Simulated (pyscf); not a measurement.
HO–SiH: [singlet] + H atom (H•) → [O=SiH]• + hydrogen (H₂) (hydrogen abstraction; doublet surface; H–O broken, H–H formed). Structures and frequencies: ωB97X-D3(BJ)/def2-SVP in PySCF. Energies in kcal/mol from the separated reactants.

```json
[
 {"level": "ωB97X-D3(BJ)/def2-TZVP", "barrier": "9.8", "reaction energy": "-19.1"},
 {"level": "r²SCAN/def2-TZVP", "barrier": "-2.3", "reaction energy": "-26.8"},
 {"level": "PBE0-D3(BJ)/def2-TZVP", "barrier": "4.4", "reaction energy": "-19.1"},
 {"level": "M06-2X/def2-TZVP", "barrier": "9.8", "reaction energy": "-17.6"},
 {"level": "ωB97M-D3(BJ)/def2-TZVP", "barrier": "9.6", "reaction energy": "-17.5"},
 {"level": "HF/def2-TZVP", "barrier": "24.7", "reaction energy": "-6.7"}
]
```

At r²SCAN this geometry lies under the reactants; that is no barrier but a single point on another level's saddle; such a level's own saddle, if it has one, lies nearer that side and is low. One saddle was located; it need not be the lowest between these sides. The angle at the transferred H is 174°.
